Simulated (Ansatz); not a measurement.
BNGe⁺, doublet: reading a ladder of total energies

Geometry: that of the BNGe, triplet, kept fixed.

```yaml
atoms:
  - { symbol: B, position_ang: [0.0000, 0.0000, -1.4446] }
  - { symbol: N, position_ang: [0.0000, 0.0000, -0.1777] }
  - { symbol: Ge, position_ang: [0.0000, 0.0000, 1.6223] }
```

Basis cc-pVTZ; Ansatz 0.2.0. Only valence electrons are correlated (noble-gas cores and the filled d shells of p-block atoms frozen), which leaves 11 electrons in 87 orbitals. Prefix R: restricted or restricted open-shell reference; prefix U: unrestricted. No spin–orbit coupling is included, and no scalar relativity.

Full CI isn't at hand for all of this; UCCSDT(Q) serves as the reference, and is uncertain by about the last step of the cluster series.

Runs differ by some tens of microhartree through their thresholds and, for an open shell, their frozen cores, so steps under 0.03 kcal/mol mean nothing.

```tsv
level	total energy (hartree)
UHF	-2154.272915
UMP2	-2154.585026
UCCSD	-2154.596421
UCCSD(T)	-2154.614685
UCCSDT	-2154.615189
UCCSDT(Q)	-2154.616682
```

Problem. What is the correlation energy at UCCSDT(Q), and what share of it do UMP2 and UCCSD(T) recover?

Solution. E(corr) = -2154.616682 − (-2154.272915) = -0.343767 hartree = -9.354 eV. UMP2: -0.312111 / -0.343767 = 90.79 %. UCCSD(T): -0.341770 / -0.343767 = 99.42 %.

Problem. By how many kcal/mol does UCCSD(T) miss UCCSDT(Q) (1 hartree = 627.509 kcal/mol), and which steps make up the rest?

Solution. -2154.614685 − (-2154.616682) = 0.001997 hartree = 1.25 kcal/mol. Steps: UCCSDT − UCCSD(T) = -0.32, UCCSDT(Q) − UCCSDT = -0.94 kcal/mol. Differences between like states or geometries often cancel part of this.
